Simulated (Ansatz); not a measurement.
# H3N: the cost of one run

Computed with Ansatz 0.2.0 (DFT B3LYP, Gaussian basis aug-cc-pVTZ, and further levels as typed in the inputs, unless a step's input says otherwise).

## Step 1: Starting point

Bond lengths: N1–H2 1.012 Å, N1–H3 1.012 Å, N1–H4 1.012 Å. Angles: H2–N1–H3 106.8°, H2–N1–H4 106.8°, H3–N1–H4 106.8°.

Structure file:

```xyz
4

N     0.0000    0.0000    0.0000
H    -0.3791    0.0000    0.9383
H    -0.3791   -0.8126   -0.4692
H    -0.3791    0.8126   -0.4692
```

## Step 2: Relaxing the atoms: H3N

File input.yaml:

```yaml
relax:
  f_tol: 0.001
  max_steps: 200
crystal:
  periodic: [false, false, false]
  atoms:
    - { symbol: "N", position_ang: [0.0, 0.0, 0.0] }
    - { symbol: H, position_ang: [-0.379102, 0.0, 0.93831] }
    - { symbol: H, position_ang: [-0.379102, -0.8126, -0.469155] }
    - { symbol: H, position_ang: [-0.379102, 0.8126, -0.469155] }
basis:
  gaussian: { orbitals: aug-cc-pVTZ }
hamiltonian:
  xc: { name: B3LYP }
```

On the command line:

```sh
ansatz run input.yaml --threads 4 --pin off --max-ram 6144MiB --backend cpu --events-out ev --progress --plain --runs-dir out
```

Q: Estimate wall time and peak memory on 4 threads of Arm Neoverse V2, shared host.

About 2.1 s, with a peak of 0.13 GiB.
